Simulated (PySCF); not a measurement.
Molecule: `CC(=O)F`, C₂H₃FO.

Bonds (- single, = double, # triple, : aromatic): C1-C2 1.491 Å, C2=O3 1.182 Å, C2-F4 1.344 Å. C1 carries H5, H6, H7.

Geometry PBE0-D3(BJ)/def2-SVP throughout; GIAO in PySCF 2.14.0 with density-fitted response routines, gas phase, one conformer, non-relativistic; equivalent atoms averaged; functional PBE0.

Q: How do the absolute shieldings σ depend on the basis set? (ppm; last column core-seconds on 1 thread of an x86-64 server CPU, shared host)

A: 
```csv
basis set,functions,C2,C1,O3,F4,H5/H6/H7,core-s
STO-3G,23,121.3,214.4,-68.2,202.1,30.73,1.8
6-31G,42,40.3,179.0,-127.4,128.4,30.40,4
6-31G*,62,41.7,175.7,-82.3,152.3,30.11,4.7
def2-SVP,71,36.1,177.0,-92.5,156.6,29.55,5.2
"6-311+G(2d,p)",126,20.8,167.9,-112.3,131.0,29.47,8.8
def2-TZVP,142,19.4,167.7,-115.9,129.0,29.50,12
```

Q: Which nucleus moves most, in ppm?

A: C2 (carbonyl carbon): from 19.4 ppm with def2-TZVP to 121.3 ppm with STO-3G. The smallest spread is 1.26 ppm, at H5/H6/H7. Proton shifts span only some 12 ppm, so a few tenths of a ppm matter as much there as several ppm in carbon.

Q: Taking the largest basis, def2-TZVP (142 functions), as the yardstick, rank the others by their worst heavy-atom deviation.

A: 6-311+G(2d,p) 3.6 ppm (126 functions), 6-31G 20.9 ppm (42 functions), def2-SVP 27.6 ppm (71 functions), 6-31G* 33.6 ppm (62 functions), STO-3G 101.9 ppm (23 functions).

A small basis that lands close on one nucleus may do so by chance; judge by the trend and by all nuclei.
